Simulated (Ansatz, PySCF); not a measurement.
# Smallest direct gap on the k points sampled of diamond-structure Si at several levels of theory

No measured value is used here.

Q: Put these levels in order of the smallest direct gap on the k points sampled that they give for diamond-structure Si, smallest first: G0W0@PBE0 (PySCF), LDA (Ansatz, an electronic-structure program), r²SCAN (Ansatz).

A: LDA (2.53 eV), r²SCAN (2.74 eV), G0W0@PBE0 (3.75 eV)

At these levels the smallest gap is indirect and lower: G0W0@PBE0 1.60, LDA 0.47, r²SCAN 0.76 eV. Computed values are for a static lattice.  A ± on a computed value is a rough bar: the spread of its extrapolation, a floor set from checks against published values, or a statistical error. Values are at the measured cell. Cutoffs differ between the levels. Ansatz's density-functional and Hartree–Fock values are scalar-relativistic unless marked +SOC, with PAW data made under PBE.
